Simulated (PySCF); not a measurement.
# C3H4: calculation against experiment

**Experimental background.**

NIST CCCBDB Release 22 (SRD 101), experimental dipoles lists, for the gas: dipole moment (microwave Stark effect) 0.78 D.

The runs below try to reproduce these values; the comparison stands at the end.

C₃H₄.
Atom-mapped SMILES: `[CH:1]#[C:2][CH3:3]` (hydrogens: H4 on C1; H5, H6, H7 on C3)

Structure used (PBE0-D3(BJ)/def2-SVP), in Å, numbered top down from 1:
```xyz
7
C3H4 angstrom
C      1.6959    0.2230   -0.1377
C      0.4988    0.0661   -0.0465
C     -0.9369   -0.1285    0.0646
H      2.7587    0.3557   -0.2164
H     -1.2786   -0.9358   -0.6018
H     -1.4840    0.7875   -0.2067
H     -1.2204   -0.3992    1.0936
```

The PySCF runs (gas phase, on this PBE0-D3(BJ)/def2-SVP geometry; no spin–orbit coupling):

| level | job | basis functions | wall time |
| --- | --- | --- | --- |
| PBE0-D3(BJ)/def2-SVP, grid level 1 | geometry optimisation from a GFN2-xTB start shaken at random | 62 | 4.2 s |

Hardware: Arm Neoverse V2, one thread, no GPU, shared host.

**Comparison with experiment**

**Dipole moment.** Measured: 0.78 D (NIST CCCBDB Release 22 (SRD 101), experimental dipoles).

```json
{"level": "PBE0-D3(BJ)/def2-SVP", "computed (D)": "0.79", "computed − measured (D)": "+0.01", "% (from the printed values)": "+1"}
```

The computed dipoles belong to one fixed geometry; measured ones are averaged over vibrations unless marked μe. Magnitudes are compared, not signs.

No measured geometry was used, and the causes of the misses weren't examined.
